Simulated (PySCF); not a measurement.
# C5H5F: the cost of one run

Programs: PySCF 2.14.0, with density-fitted response routines of our own. Each step states its level of theory. These are calculated values for one molecule in the gas phase, unless marked as measured. Atoms count from 0, in the outputs and in this text.

## 1. Starting geometry

11 atoms, charge 0, multiplicity 1; geometry from: GFN2-xTB. The atoms were then displaced at random by about 0.01 Å, so the start is not that level's minimum.

Bonds of the start (Å): C0–C1 1.23, C1–C2 1.44, C2–F3 1.39, C2–C4 1.49, C4–C5 1.51, C5–C2 1.49, C0–H6 1.03, C4–H7 1.07, C4–H8 1.08, C5–H9 1.09, C5–H10 1.07.

## 2. Relaxing the molecule at PBE0-D3(BJ)/def2-SVP

The job: settings as JSON, then the geometry in Å.

```
{"job": {"xc": "PBE0", "basis": "def2-SVP", "d3": "d3bj", "grid": 1, "shake": 0.01, "kind": "geom"}, "charge": 0, "multiplicity": 1}
C      2.288980    -0.630010     1.074810
C      1.310720    -0.221550     0.453230
C      0.174820     0.250950    -0.304390
F      0.590540     0.903120    -1.457710
C     -1.087550    -0.538600    -0.362430
C     -1.040830     0.775840     0.389200
H      3.103090    -0.949870     1.620090
H     -1.583540    -0.549130    -1.305420
H     -1.136040    -1.447490     0.227730
H     -1.055060     0.756240     1.480630
H     -1.527010     1.624650    -0.046480
```

The run is started by

```bash
$ OMP_NUM_THREADS=1 python probes_run.py task.json out
```

The driver reads the jobs from task.json and runs them one after another.

Q: Estimate the wall time and peak memory of this first job on 1 thread of Arm Neoverse V1, shared host.

About 27 s, with a peak of 0.45 GiB.
